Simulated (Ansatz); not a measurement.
Relaxed structures of C2H6N (charge +1), singlet (PBE0-D4/def2-TZVP; forces vanish, vibrations not checked; lower isomers may exist, and structures with a doubtful reference or unclear bonds are left out; Å). Computed with Ansatz 0.2.0 (basis: def2-TZVPP); correlated methods freeze the cores.

Q: Rank them by CCSD(T) energy, lowest first, and give each one's height above the lowest. Links in brackets join atoms within 1.22 times the sum of their covalent radii (1.1 for two metals). (An estimate is asked for; the value comes from the calculation.)
A.
C₂H₆N ([CH2][CH][NH3]), total charge +1
```
9
angstrom
C -0.2233 0.9170 -0.4923
C 0.4166 -0.2192 -0.3335
N 0.3640 -0.9435 0.9503
H -0.2093 -0.4405 1.6323
H -0.1688 1.4292 -1.4447
H -0.8154 1.3830 0.2890
H 1.0179 -0.7236 -1.0778
H 1.2987 -1.0598 1.3547
H -0.0367 -1.8802 0.8371
```
B.
C₂H₆N ([CH3][CH][NH2]), total charge +1
```
9
angstrom
C -0.6299 0.7589 -0.4874
C 0.5168 -0.0421 -0.0782
N 0.4546 -1.0219 0.7424
H -1.5675 0.4491 -0.0280
H -0.7104 0.7179 -1.5807
H -0.4212 1.8101 -0.2536
H 1.5022 0.1859 -0.4815
H 1.2789 -1.5537 1.0002
H -0.4235 -1.3042 1.1668
```
C.
C₂H₆N ([CH2][NH][CH3]), total charge +1
```
9
angstrom
C -0.6174 0.7736 -0.5022
C 0.4458 -1.0242 0.7458
N 0.5012 -0.0520 -0.0662
H -1.5306 0.4317 -0.0204
H -0.7061 0.6948 -1.5867
H -0.4099 1.8105 -0.2337
H 1.4094 0.1873 -0.4609
H 1.3510 -1.5679 0.9961
H -0.5070 -1.3046 1.1841
```

A: Computed: B (0.00 kcal/mol), C (10.36 kcal/mol), A (13.53 kcal/mol). Heights count from the lowest.

The T1 diagnostic stays at or below 0.014.

For scale, one of the runs: CCSD(T)/def2-TZVPP, 177 basis functions, launched by `ansatz run in.yaml --threads 2 --pin off --events-out ev --progress --plain --max-ram 4352MiB`. Hardware: 2 CPU threads of an Arm Neoverse V1, shared host. Wall time 29 s; peak host memory 1.7 GiB.
